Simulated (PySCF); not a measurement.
# How far each method lies from full CI for SiP⁺, singlet

Geometry: a point of a stretch scan, not a stationary point.

```xyz
2

Si    0.0000    0.0000    0.0000
P     0.0000    0.0000    1.9940
```

Basis 6-31G; PySCF 2.14.0. Only valence electrons are correlated (noble-gas cores frozen), which leaves 8 electrons in 16 orbitals. R marks a restricted (for open shells ROHF) determinant.

Full CI is exact within this basis and frozen core; it isn't the basis-set limit.

The determinant for coupled cluster was chosen by trial CCSD, here up to 0.76 eV above the lowest Hartree–Fock solution of its kind.

The UHF ⟨S²⟩ is 1.148 and the T1 diagnostic (ROHF- or RHF-based CCSD) is 0.0520. The largest doubles amplitude (ROHF- or RHF-based CCSD) is 0.182.

**Question.** From what is known of these methods and the diagnostics, rank them by the size of their error in total energy against full CI in 6-31G, smallest first (an estimate: the text doesn't fix the numbers).
A. RCCSDT(Q)
B. RCCSD(T)
C. RCCSD
D. RCCSDT

**Answer.** A (0.21 mEh), D (1.85 mEh), B (2.41 mEh), C (11.66 mEh).

All errors are against full CI in 6-31G. Below it: RCCSDT(Q). With T1 at 0.052 and a doubles amplitude of 0.18 one determinant is a poor start. Within each family the higher level lies nearer, as is usual though not guaranteed.

The full-CI state has the irrep A1 of C2v, in the program's axes (one component, if the state is degenerate).

Natural occupations of full CI about the gap: 1.981 1.824 1.824 1.807 0.239 0.143 0.143 0.016 0.006 0.005; effectively unpaired electrons, Σ n²(2−n)², 0.65.
